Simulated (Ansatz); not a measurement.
## Ansatz (development build ahead of 0.2.0) run

```yaml
crystal:
  periodic: [false, false, false]
  atoms:
    - { symbol: B, position_ang: [-0.03923, -0.01263, 0.04361] }
    - { symbol: H, position_ang: [1.46068, 0.02335, -0.05376] }
    - { symbol: H, position_ang: [-0.68535, 1.23241, -0.04064] }
    - { symbol: H, position_ang: [-0.72766, -1.20398, -0.03313] }
basis:
  gaussian: { orbitals: def2-SVP }
hamiltonian:
  xc: hf
```

The input is written out in the form of the current development build from the run's settings.

The run gave:

| Item | Value |
| --- | --- |
| Converged | yes |
| Total energy | -26.31316 hartree |
| Spin squared of the determinant | 0.000 |

Caution: stretched shape with no unrestricted run beside it, a lower state can exist.
